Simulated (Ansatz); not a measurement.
C$_{3}$H$_{8}$N$_{2}$, SMILES `C/N=C/NC`, relaxed with RKS PBE-D4/def2-SVP in the Gaussian-basis code of Ansatz from a rough embedded geometry. The force threshold is 0.03 eV/Å; the program also tests the step.

Total charge 0; spin multiplicity 1.

Start:

```xyz
13

C     0.102   -0.165   -2.250
N     0.304    0.278   -0.896
C    -0.489   -0.284   -0.101
N    -0.562   -0.152    1.343
C     0.535    0.570    1.982
H     0.258   -1.168   -2.430
H     0.778    0.428   -2.897
H    -0.945    0.140   -2.578
H    -1.310   -1.046   -0.433
H    -1.023   -0.867    1.804
H     1.443   -0.013    1.901
H     0.660    1.548    1.562
H     0.250    0.730    2.992
```

Q: How much energy does the relaxation release, and in how many steps? (An estimate is asked.)

A: Ansatz gave: 16.77 kcal/mol, in 14 steps, 3 of them rejected.

Q: Which bonds change most? (Estimate.)

A: Computed: C1–H6 from 1.031 to 1.113 Å; C3–N4 from 1.453 to 1.371 Å; N4–H10 from 0.968 to 1.018 Å; C3–H9 from 1.168 to 1.120 Å.

Q: Give the relaxed structure. (An estimate is asked.)

A: The calculation gave: 
```xyz
13

C     0.140   -0.148   -2.245
N     0.319    0.069   -0.834
C    -0.632   -0.279   -0.045
N    -0.597   -0.057    1.307
C     0.586    0.470    1.952
H     0.973   -0.761   -2.656
H     0.172    0.817   -2.800
H    -0.821   -0.657   -2.518
H    -1.579   -0.767   -0.392
H    -1.280   -0.554    1.875
H     1.428   -0.260    1.978
H     0.947    1.353    1.389
H     0.343    0.774    2.989
```
